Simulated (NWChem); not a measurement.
**Ionisation of Cl (-1)**

```xyz
1

Cl     0.0000     0.0000     0.0000
```
Charge -1, spin multiplicity 1.

All runs are NWChem calculations.

Basis set: def2-TZVPD. −ε marks an orbital energy of the parent.

B3LYP has NWChem's definition, with VWN1-RPA local correlation.

Question: For the first vertical ionisation energy, −ε(HOMO) of HF gives 4.09 eV and −ε(HOMO) of B3LYP gives 0.80 eV. What do −ε(HOMO) of PBE, −ε(HOMO) of BLYP, −ε(HOMO) of M06-2X give?

Answer: −ε(HOMO) of PBE: -0.22 eV; −ε(HOMO) of BLYP: -0.32 eV; −ε(HOMO) of M06-2X: 2.24 eV.
